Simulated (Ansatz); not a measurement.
**BH₂+ (singlet): wave-function methods side by side at distance B1–H2 = 2.629 Å, cc-pVQZ**

The task here is to estimate one member of a computed series from the others.

Program: Ansatz 0.2.0, Gaussian basis. Level of theory: cc-pVQZ, core rule «outside noble gas», up to 1 orbitals frozen. These are calculated values, not measurements.

To be run: UHF; CCSD(T) on RHF; CCSD(T) on UHF; BCCD(T) on RHF; CCSDT(Q) on RHF; CCSDT(Q) on UHF; CASSCF and MRCISD+Q, 4 electrons in 6 orbitals; CASSCF and NEVPT2, 4 electrons in 6 orbitals; Full CI.

## The geometry

The geometry derives from a PBE0/def2-TZVP stationary point (not a proven minimum). One bond is set to the value named and the two fragments are kept rigid.

3 atoms, charge 1, spin multiplicity 1.

Atoms are counted from 1 here; the program's logs count them from 0.

Bond lengths: B1–H3 1.179 Å.

The first run:

in.yaml

```yaml
crystal:
  periodic: [false, false, false]
  atoms:
    - {symbol: B, position_ang: [0.000000, 0.000000, 0.483273]}
    - {symbol: H, position_ang: [0.000000, 0.000000, -2.145727]}
    - {symbol: H, position_ang: [0.000000, 0.000000, 1.662454]}
basis:
  gaussian: {orbitals: cc-pVQZ}
total_charge: 1
magnetization: {spin_polarized: true, initial_magnetization: 0}
hamiltonian: {xc: hf}
output: {orbitals: {seedname: orbitals}}
```

Command:

```bash
> ansatz run in.yaml --threads 1 --pin off --events-out ev --progress --plain --max-ram 4096MiB --backend cpu
```

Among the steps run: UHF; CCSD(T) on RHF; CCSD(T) on UHF; BCCD(T) on RHF; CCSDT(Q) on RHF; CCSDT(Q) on UHF; CASSCF and MRCISD+Q, 4 electrons in 6 orbitals; CASSCF and NEVPT2, 4 electrons in 6 orbitals; Full CI.

One of the session's tables, all rows but one given; the rest of the session is left out.

```
          method  from FCI (meV)
             RHF         +3621.1
             UHF         +1982.5
            RMP2         +1111.5
            UMP2          +774.9
           RCCSD          +134.0
           UCCSD          +156.9
        RCCSD(T)               ?
        UCCSD(T)           +72.1
         BCCD(T)           +23.7
          RCCSDT            +5.7
          UCCSDT            +8.5
       RCCSDT(Q)            +1.0
       UCCSDT(Q)            +0.3
  CASSCF valence          +759.6
  NEVPT2 valence          +268.3
  MRCISD valence           +77.5
MRCISD+Q valence           +67.8
             FCI               0
```

Q: Estimate the row for RCCSD(T) from the others.

**Answer.** from FCI (meV): +21.9. In the column «from FCI (meV)» it lies between UCCSDT (+8.5) and BCCD(T) (+23.7).

Some runs used a GPU and others CPU threads alone; cost is compared among the GPU runs only.

Among the levels timed on like hardware and quicker than the yardstick, those that no quicker one beats, quickest first: NEVPT2 valence (6 s, +268.3 meV); MRCISD+Q valence (11 s, +67.8 meV); RCCSDT(Q) (12 s, +1.0 meV); UCCSDT(Q) (14 s, +0.3 meV).

Limits of these values: The determinant is far from a pure spin state, so its energy mixes those of several spin states (harmless only where they are near-degenerate, as at dissociation). The report flags that the cluster equations may have other roots. The yardstick is full CI for this spin, exact in this basis with these frozen cores. The program flags RCCSD(T), BCCD(T), RCCSDT(Q), UCCSDT(Q) as in doubt, so those rows may rest on another solution; read them beside their warnings. Of the multireference levels listed MRCISD+Q valence comes nearest in total energy (+67.8 meV), which doesn't show that its space is the better one. Restricted and unrestricted rows rest on different reference determinants; where their highest levels disagree by more than a few hundredths of an eV, they describe different states and don't form one ladder. Warnings in the runs' records: other roots.
